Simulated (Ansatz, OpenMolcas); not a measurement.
## C2H7P (dimethylphosphine): the energy, rung by rung

C2H7P has 10 atoms, charge 0, and is taken as a singlet. SMILES: `CPC`. The coordinates come from a PBE0-D4/def2-TZVP relaxation.

```xyz
10

C    -0.9399    0.5627   -0.9122
P     0.6417    0.8520   -0.0101
C     0.6499   -0.6107    1.1122
H    -1.0452   -0.4618   -1.2747
H    -1.0035    1.2489   -1.7590
H    -1.7735    0.7871   -0.2430
H     1.5091    0.3168   -1.0014
H    -0.0908   -0.4549    1.8998
H     1.6274   -0.6932    1.5911
H     0.4248   -1.5470    0.5974
```

Each level gives the energy change with the C1–H6 bond stretched from 1.092 to 2.403 Å (eV). The values are calculated.

```csv
level,kind,program,value (eV)
HF/6-311+G** (restricted),Hartree–Fock,OpenMolcas,5.52
SVWN5/6-311+G** (restricted),LDA,OpenMolcas,4.52
BLYP/6-311+G** (restricted),GGA,OpenMolcas,4.31
revPBE/6-311+G** (restricted),GGA,OpenMolcas,4.40
M06-L/6-311+G** (restricted),meta-GGA,OpenMolcas,4.76
B3LYP/6-311+G** (restricted),global hybrid,OpenMolcas,4.70
M06-2X/6-311+G** (restricted),hybrid meta-GGA,OpenMolcas,5.05
wB97M-V/6-311+G** (restricted),range-separated hybrid,Ansatz,5.00
B2PLYP/6-311+G** (restricted),double hybrid,Ansatz,4.77
MP2/6-311+G** (restricted),perturbation theory,Ansatz,5.02
```

The first shape isn't each level's own minimum. The values span 4.31 to 5.52 eV.
